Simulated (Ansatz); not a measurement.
One change: `NC/C(O)=C\F` becomes `O/C=C\F`.

Ansatz, PBE0-D4/def2-TZVP geometries, multiplicity 1. Each molecule was computed in one conformer, which needn't be the lowest.

```json
{"property": "LUMO energy (B3LYP/def2-TZVPP) / eV", "`NC/C(O)=C\\F`": "0.08"}
{"property": "HOMO energy (PBE0/def2-TZVPP) / eV", "`NC/C(O)=C\\F`": "-6.18"}
{"property": "HOMO–LUMO gap (ωB97M-V/def2-TZVPP) / eV", "`NC/C(O)=C\\F`": "10.37"}
{"property": "HOMO–LUMO gap (B3LYP/def2-TZVPP) / eV", "`NC/C(O)=C\\F`": "6.07"}
{"property": "HOMO energy (PBE/def2-TZVPP) / eV", "`NC/C(O)=C\\F`": "-4.90"}
{"property": "HOMO–LUMO gap (PBE/def2-TZVPP) / eV", "`NC/C(O)=C\\F`": "4.46"}
```

(1) What does the change do to each property? (Best estimate.)

Answers

(1) Computed: 
```tsv
property	`O/C=C\F`	shift
LUMO energy (B3LYP/def2-TZVPP) / eV	0.60	0.52
HOMO energy (PBE0/def2-TZVPP) / eV	-6.78	-0.60
HOMO–LUMO gap (ωB97M-V/def2-TZVPP) / eV	11.68	1.31
HOMO–LUMO gap (B3LYP/def2-TZVPP) / eV	7.18	1.11
HOMO energy (PBE/def2-TZVPP) / eV	-5.46	-0.56
HOMO–LUMO gap (PBE/def2-TZVPP) / eV	5.34	0.88
```

With PBE0 the HOMO falls by 0.60 eV and the LUMO rises by 0.48 eV, so the gap widens by about 1.08 eV. PBE moves the HOMO by -0.56 eV and ωB97M-V by -0.60 eV.

B3LYP here is the variant with VWN-RPA as its local correlation; programs differ in this.
